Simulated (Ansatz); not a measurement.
Cost and result for the atomization energy of C4H5F (`CCC#CF`) (10 atoms, 9 bonds).

Cartesian coordinates in Å:
```
C 0.4394 -1.0087 -0.7645
C 0.0338 0.4484 -0.5659
C -0.3828 0.7405 0.7996
C -0.7196 0.9527 1.9263
F -1.0812 1.1891 3.1278
H 1.2741 -1.2715 -0.1124
H -0.3913 -1.6777 -0.5334
H 0.7432 -1.1820 -1.7989
H 0.8681 1.1061 -0.8305
H -0.7836 0.7031 -1.2482
```

The species carries charge 0 and has multiplicity 1. Geometry: relaxed with PBE0-D4/def2-TZVP. Program: Ansatz. All runs use 2 threads of an Arm Neoverse V1 on a shared host. Times are those of one run each, without the atoms' runs, and a repeat can differ threefold. Electronic energies, without spin–orbit coupling; frozen cores. CCSD(T)/CBS adds CCSD(T) − MP2 in def2-TZVPP to the MP2 limit, and its time is that of the two runs behind it. T1 = 0.011. HSE06 is the plane-wave form, built on full-range PBE exchange.

CCSD(T)/CBS is a level of theory with its own doubt, some kJ/mol a heavy atom from the limit and from the frozen cores, so smaller differences don't rank the functionals.

```tsv
level	functions	wall time	atomization (kcal/mol)	difference from CCSD(T)/CBS	per bond
LDA (SPW92)/def2-TZVPP	225	1.7 s	1150.4	161.9	18.0
revPBE-D4/def2-TZVPP	225	3.1 s	996.1	7.6	0.8
HSE06-D4/def2-TZVPP	225	3.8 s	1002.3	13.8	1.5
BHLYP-D4/def2-TZVPP	225	4 s	956.3	-32.2	-3.6
CAM-B3LYP-D4/def2-TZVPP	225	4.5 s	995.6	7.1	0.8
CCSD(T)/def2-SVP	95	7.5 s	952.0	-36.5	-4.1
B2PLYP/def2-TZVPP	225	8 s	983.8	-4.7	-0.5
PBE-QIDH/def2-TZVPP	225	8.5 s	990.5	2.0	0.2
ωB97X-V/def2-TZVPP	225	11 s	990.1	1.6	0.2
ωB97M-V/def2-TZVPP (with forces)	225	16 s	993.3	4.8	0.5
MP2/def2-QZVPP	435	33 s	1003.4	14.9	1.7
CCSD(T)/def2-TZVPP	225	3.3 min	964.9	-23.6	-2.6
CCSD(T)/CBS(def2)	–	3.9 min	988.5	0.0	0.0
```

Leaving LDA and LC-ωPBE aside and taking each functional with its dispersion term where it has one, the values, not all of them listed here, spread over 68.4 kcal/mol, from BHLYP-D4 to PBE-D4. LDA lies +129.3 kcal/mol from PBE without D4, its usual overbinding. The D4 term adds +5.6 kcal/mol with B3LYP and +2.9 kcal/mol with PBE0; it sums over pairs of atoms, weighted by their polarisabilities, and B3LYP, whose exchange is more repulsive, gets the larger term. From r2SCAN to r2SCAN0 (25 % exact exchange), in def2-TZVPP and without D4, the atomization energy moves by −17.3 kcal/mol: exact exchange takes away binding that semilocal exchange gives to molecules.

B3LYP here is the variant with VWN-RPA as its local correlation; programs differ in this.
